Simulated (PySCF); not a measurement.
CO₂⁻, doublet: computed properties

All numbers come from UPBE0/[C def2-TZVPD, O def2-TZVPD], no relativity, density fitting, PySCF.

The structure is a minimum.

- Point group: C2v
- Bond lengths: C–O 1.223 Å (×2)
- Bond angles: O–C–O 138.4°
- Principal polarisabilities: 43.5, 53.1, 63.0 bohr³
- Spin squared ⟨S²⟩: 0.754
- Dipole moment about the centre of mass: 0.11 D
- Rotational symmetry number: 2
- Rotational constants: 10.25, 0.4029, 0.3876 cm⁻¹
- Heat capacity Cp at 298.15 K: 37.9 J/(mol K)
- Lowest empty level (β): 4.21 eV
- Highest occupied level (α): 1.34 eV
- Entropy at 298.15 K and 1 bar (electronic part: spin only): 239.5 J/(mol K)
- Principal quadrupole moments (Buckingham, traceless) about the centre of mass: -6.72, 1.38, 5.34 D Å
- Zero-point energy: 22.2 kJ/mol
- Enthalpy at 298.15 K above 0 K: 10.29 kJ/mol

Harmonic modes (masses in u: C 12.000, O 15.995):
```csv
symmetry,ω (cm⁻¹),IR (km/mol)
a1,666,4.7
a1,1236,11.5
b2,1815,842
```

In C2v the vibrations span 2a1 + b2. Here b1 is antisymmetric to the molecular plane and b2 lies in it.

Charges (e); Mulliken and Löwdin values are unreliable with diffuse functions:
```csv
atom,Mulliken,Löwdin,polar tensor,spin (Mulliken),Mayer order to C1
C1,-0.88,-0.75,0.72,1.66,–
"O2,3",-0.06,-0.12,-0.86,-0.33,0.41
```

Mulliken populations on C1: s 4.37, p 2.26, d 0.23, f 0.03.

The highest occupied level lies above zero, a sign of self-interaction error or too small a basis; response properties are unreliable. Only a few start shapes were tried, so a lower isomer may exist. The lowest empty level of this anion is unbound, so it and the gap depend on the basis.

The final relaxation and frequency run took of the order of 50 core-seconds on a shared host.
